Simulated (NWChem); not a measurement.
SiH2, triplet; SMILES of the neutral closed-shell parent [SiH2]

```xyz
3

Si     0.0000     0.0000     0.0955
H      1.2983     0.0000    -0.6682
H     -1.2983     0.0000    -0.6682
```
Atoms are numbered in this order, from 1.

In the optimisation the excess spin sits in a1 and b2 (C2v, its own frame). All runs use the structure optimised with PBE-D3(BJ)/def2-SVP, spin-unrestricted. The spin multiplicity was typed, not searched, and may not be the lowest. No stability test was run on the SCF state. B3LYP is NWChem's, with the RPA form of VWN correlation.

Symmetry labels are those of C2v in the frame above (b1 and b2, or b-type labels, depend on it).

Question: List the 4 lowest vertical excitations from B3LYP/6-31+G* (spherical d), spin-unrestricted, TDA (NWChem).

Answer: 
```csv
state,energy (eV),oscillator strength,symmetry of the excitation,<S²>
state 1,4.25,0.023,a1,2.00
state 2,4.69,0.008,a2,2.03
state 3,5.27,0.000,b1,2.00
state 4,5.37,0.141,a1,2.00
```
